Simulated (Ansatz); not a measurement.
The input, for Ansatz 0.2.0:

```yaml
crystal:
  periodic: [false, false, false]
  atoms:
    - {symbol: Si, position_ang: [0.000000, 0.000000, 0.701333]}
    - {symbol: P, position_ang: [0.000000, 0.000000, -2.885667]}
    - {symbol: H, position_ang: [0.000000, 0.000000, 2.184333]}
basis:
  gaussian: {orbitals: 6-31G}
magnetization: {spin_polarized: false}
correlation: {method: bccd, electrons: outside_noble_gas}
scf: {lower_state_search: light}
```

```sh
$ ansatz run in.yaml --threads 1 --pin off --events-out ev --progress --plain --max-ram 2393MiB
```

Q: Roughly how long does this take on 1 thread of Arm Neoverse V2, shared host, and how much host memory?

A: 2.1 s wall and 0.15 GiB.

```
312 factors; integrals over basis functions are off by at most 2.0e-4 eV
mean field evaluation 1: about -17135.3232 eV, gradient 2.5e1 eV
mean field evaluation 2: about -17135.3236 eV, gradient 2.5e1 eV
mean field evaluation 4: about -17138.9257 eV, gradient 1.2e1 eV
mean field evaluation 8: about -17140.1590 eV, gradient 2.9e-1 eV
mean field evaluation 16: about -17140.1970 eV, gradient 5.2e0 eV
mean field evaluation 32: about -17140.1594 eV, gradient 1.6e-2 eV
mean field evaluation 64: about -17138.0802 eV, gradient 5.0e0 eV
mean field evaluation 96: about -17139.0620 eV, gradient 2.1e0 eV
mean field evaluation 128: about -17139.9202 eV, gradient 3.1e0 eV
mean field evaluation 160: about -17139.8220 eV, gradient 2.7e0 eV
...
cycle  15  -4.63901316 eV  change    2.1e-5 eV  update   2.7e-5
cycle  16  -4.63901342 eV  change   -2.6e-7 eV  update   1.5e-5
cycle  17  -4.63902306 eV  change   -9.6e-6 eV  update   1.0e-5
cycle  18  -4.63903232 eV  change   -9.3e-6 eV  update   7.4e-6
cycle  19  -4.63903386 eV  change   -1.5e-6 eV  update   6.2e-6
cycle  20  -4.63902274 eV  change    1.1e-5 eV  update   5.6e-6
cycle  21  -4.63900102 eV  change    2.2e-5 eV  update   4.6e-6
cycle  22  -4.63899104 eV  change    1.0e-5 eV  update   3.0e-6
cycle  23  -4.63898517 eV  change    5.9e-6 eV  update   1.9e-6
cycle  24  -4.63898206 eV  change    3.1e-6 eV  update   9.7e-7
WARN: the results are in doubt because among natural orbitals full CI differs from the method by -0.875 eV
Total energy: -17145.00915707 eV, -630.0674652177 hartree
In doubt: among natural orbitals full CI differs from the method by -0.875 eV
```
